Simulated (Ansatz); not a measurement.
# H4S2Si: the cost of one run

All numbers below are computed with Ansatz 0.2.0 (UKS PBE0-D4/def2-mTZVP).

## Step 1: The system as given

Bond lengths: S1–Si2 2.127 Å, Si2–S3 2.106 Å, S1–H4 1.367 Å, Si2–H5 1.494 Å, Si2–H6 1.490 Å, S3–H7 1.339 Å. Angles: S1–Si2–S3 106.0°, S1–Si2–H5 108.6°, S1–Si2–H6 111.2°, S3–Si2–H5 109.7°, S3–Si2–H6 110.6°, H5–Si2–H6 110.6°, Si2–S1–H4 92.5°, Si2–S3–H7 98.4°.

Coordinates:

```xyz
7

S    -1.2463   -0.9780   -0.7148
Si    0.0313    0.4450    0.2167
S     1.5575   -0.6680    1.1469
H    -2.0875   -0.0069   -1.1820
H     0.6208    1.3211   -0.8396
H    -0.7104    1.2599    1.2196
H     1.8958   -1.4411    0.1074
```

## Step 2: End point A

input.yaml reads:

```yaml
crystal:
  periodic: [false, false, false]
  atoms:
    - { symbol: S, position_ang: [-1.2463, -0.978, -0.7148] }
    - { symbol: Si, position_ang: [0.0313, 0.445, 0.2167] }
    - { symbol: S, position_ang: [1.5575, -0.668, 1.1469] }
    - { symbol: H, position_ang: [-2.0875, -0.0069, -1.182] }
    - { symbol: H, position_ang: [0.6208, 1.3211, -0.8396] }
    - { symbol: H, position_ang: [-0.7104, 1.2599, 1.2196] }
    - { symbol: H, position_ang: [1.8958, -1.4411, 0.1074] }
magnetization:
  spin_polarized: true
basis:
  gaussian: { orbitals: def2-mTZVP }
hamiltonian:
  xc: pbe0
  dispersion: d4
relax:
  f_tol: 0.02
  max_steps: 50
```

Run with:

```bash
> ansatz run input.yaml --threads 2 --pin off --max-ram 3072MiB --backend cpu --events-out ev --progress --plain --runs-dir out
```

Q: Estimate wall time and peak memory on 2 threads of Intel Xeon Platinum 8375C at 2.90GHz (Ice Lake), shared host.

About 22 s, with a peak of 0.23 GiB.
